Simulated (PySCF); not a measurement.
A side-by-side comparison of computed properties.

First species: propylene oxide, C3H6O.
SMILES: `C[C@@H]1CO1`

Second species: C₃H₆O.
Z-matrix (Å and degrees, GFN2-xTB geometry), rows numbered from 1:
```
C 
C   1  1.3237
O   2  1.3537  1  128.64
C   3  1.4079  2  117.32  1    -0.05
H   1  1.0750  2  123.42  3    -0.09
H   1  1.0736  2  119.95  3  -179.98
H   2  1.0819  1  121.95  3  -179.98
H   4  1.0884  3  106.11  2  -179.91
H   4  1.0948  3  111.19  2   -60.87
H   4  1.0948  3  111.26  2    61.07
```

Levels: B3LYP/def2-SVPD for dipole moment, HOMO energy, LUMO energy, HOMO–LUMO gap, static isotropic polarisability and electronic spatial extent ⟨r²⟩ about the centre of nuclear charge; TDDFT B3LYP/def2-SVPD for lowest singlet excitation; TDA B3LYP/def2-SVPD for lowest triplet excitation (Tamm–Dancoff); GFN2-xTB for rotational constant A and rotational constant C. Geometries: GFN2-xTB. Each species is one conformer at its optimised geometry, gas phase, non-relativistic unless stated. Electronic properties by PySCF.

The conformers computed, where there is a choice (atom-mapped SMILES and torsion angles):
- `[CH2:1]=[CH:2][O:3][CH3:4]`: C1–C2–O3–C4 0°

Problem. Which has the higher S1 energy?

Solution. The first: 7.32 eV against 6.21 eV, a difference of 1.11 eV.

Problem. Which of the two has the higher rotational constant A, and by how much?

Solution. The second: 18.831 GHz against 18.715 GHz, a difference of 0.116 GHz.

Problem. Which of the two has the higher HOMO–LUMO gap, and by how much?

Solution. The first: 8.25 eV against 7.13 eV, a difference of 1.12 eV.

Problem. Which has the higher T1 energy?

Solution. The first: 7.21 eV against 4.56 eV, a difference of 2.65 eV.

Problem. Which of the two has the higher dipole moment, and by how much?

Solution. The first: 1.93 D against 0.98 D, a difference of 0.95 D.

Problem. Which of the two has the higher HOMO energy, and by how much?

Solution. The second: -6.60 eV against -7.63 eV, a difference of 1.03 eV.

Problem. Which of the two has the higher static isotropic polarisability, and by how much?

Solution. The second: 43.5 au against 40.0 au, a difference of 3.5 au.

Problem. Which has the higher ⟨r²⟩?

Solution. The second: 291 bohr² against 266 bohr², a difference of 25 bohr².

On the first: No computed singlet falls in the visible range (750 to 380 nm, 1.65 to 3.26 eV); S1 lies 4.06 eV above its blue end. The vertical singlet–triplet gap S1 − T1 is 0.11 eV (TDDFT singlet less Tamm–Dancoff triplet; S1: HOMO→LUMO, weight 0.97; T1: HOMO→LUMO, weight 0.95).

On the second: No computed singlet falls in the visible range (750 to 380 nm, 1.65 to 3.26 eV); S1 lies 2.95 eV above its blue end. S1 lies 0.92 eV below the HOMO–LUMO gap; its leading configuration is HOMO→LUMO, weight 0.97.
